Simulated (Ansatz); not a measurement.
# Relaxing ZrSb2

All numbers below come from Ansatz 0.2.0, DFT r2SCAN, scalar-relativistic, plane waves, PAW. Cutoff 500 eV, Γ-centred k mesh, Gaussian smearing, no spin polarisation in the final step.

A relaxed cell is given with its space group left out.

```
Zr Sb
1.0
     0.00000    3.50440    3.50440
     3.50440    0.00000    3.50440
     3.50440    3.50440    0.00000
Zr Sb
1 2
Direct
  0.00000 0.00000 0.00000
  0.25000 0.25000 0.25000
  0.75000 0.75000 0.75000
```

Energies over the elements count from the elements' standard structures at the same level, with no empirical corrections.

Problem. What space group does it have?

Solution. Fm-3m (No. 225). Conventional cell: a = 7.009 Å. Zr has 8 Sb at 3.03 Å; around Sb lie 4 Zr at 3.03 Å and 6 Sb at 3.50 Å.

Problem. How far does it lie from the elements in energy?

Solution. -0.21 eV/atom.

Problem. Is it a metal?

Solution. Yes, bands cross the Fermi level on the 12×12×12 mesh.

The final run used a 12×12×12 mesh on its 3-atom cell and 0.10 eV smearing. The k mesh leaves about 4 meV/atom of noise in metals. Spin–orbit coupling is left out. The cell came from a trial start, so ZrSb2 may not exist in this structure.

Cost: 3 runs of about 1.3 core-minutes in all, on AMD EPYC 7B13 (Zen 3) (shared hosts).